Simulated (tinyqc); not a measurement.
Hueckel theory of the pi electrons with the omega technique, for the molecule OC=CCl (SMILES; centres numbered as the heavy atoms are written), step by step. One step of it, computed by the program tinyqc.

Problem. Energy, charges, bond orders. E = sum n x; q_r = z_r - P_rr; bond order p = P_rs; free valence = sqrt(3) - sum of p over the bonds of the atom.

final x values: 2.412575  2.093104  0.670099  -1.175778

occupations: 2.000000  2.000000  2.000000  0.000000

final P:
```
            1O         2C         3C        4Cl
1O    1.940196   0.243664  -0.236190   0.029559
2C    0.243664   1.007219   0.962326  -0.120433
3C   -0.236190   0.962326   1.067195   0.116738
4Cl   0.029559  -0.120433   0.116738   1.985391
```

Centres:
```
centre  z_r, pi electrons of the neutral centre         h
1O                                            2  2.000000
2C                                            1  0.000000
3C                                            1  0.000000
4Cl                                           2  2.000000
```

Bonds:
```
i  j         k
1  2  0.800000
2  3         1
3  4  0.400000
```

Give: pi energy = 6 alpha + this times beta; pi charges; Bond orders and lengths from R = 1.517 - 0.180 p; free valence of the carbons; gap between the highest filled and the next level.

Solution.

pi energy = 6 alpha + this times beta = 10.352

pi charges: 1O 0.060, 2C -0.007, 3C -0.067, 4Cl 0.015

Bond orders and lengths from R = 1.517 - 0.180 p (angstrom, C-C alone):
```
bond      p      R
1-2   0.244      -
2-3   0.962  1.344
3-4   0.117      -
```

free valence of the carbons: 2C 0.526, 3C 0.653

gap between the highest filled and the next level = 1.846 |beta|
